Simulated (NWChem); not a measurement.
System: dichloromethane (CH2Cl2); SMILES ClCCl

NWChem input:

```
start job
memory heap 200 mb stack 900 mb global 1100 mb
geometry units angstroms noautoz
  Cl     1.494325     0.000000     0.212013
  C      0.000000     0.000000    -0.763738
  Cl    -1.494325     0.000000     0.212013
  H      0.000000     0.909676    -1.390204
  H      0.000000    -0.909676    -1.390204
end
basis spherical
  * library 6-31g*
end
dft
  xc xwpbe 1.00 cpbe96 1.0 hfexch 1.00
  cam 0.5 cam_alpha 0.0 cam_beta 1.0
  iterations 150
  vectors input atomic output neutral.movecs
end
task dft energy
charge 1
dft
  odft
  mult 2
  vectors input atomic output cation.movecs
end
task dft energy
```

The geometry was optimised at PBE-D3(BJ)/def2-SVP.

Ions are spin-unrestricted doublets at the neutral geometry; other ion states weren't tried. Functional: LC-ωPBE (HJS hole) with 6-31G*; the question gives the range parameter ω in 1/bohr.

Question: Give the results of this calculation. (LC-wPBE (HJS exchange hole, range parameter 0.5 per bohr)/6-31G* (spherical d), vertical spin-unrestricted ions.) Quantities: vertical ionisation energy, ΔSCF (eV); −ε(HOMO) (eV).

Answer: vertical ionisation energy, ΔSCF (eV): 12.01
−ε(HOMO) (eV): 12.08
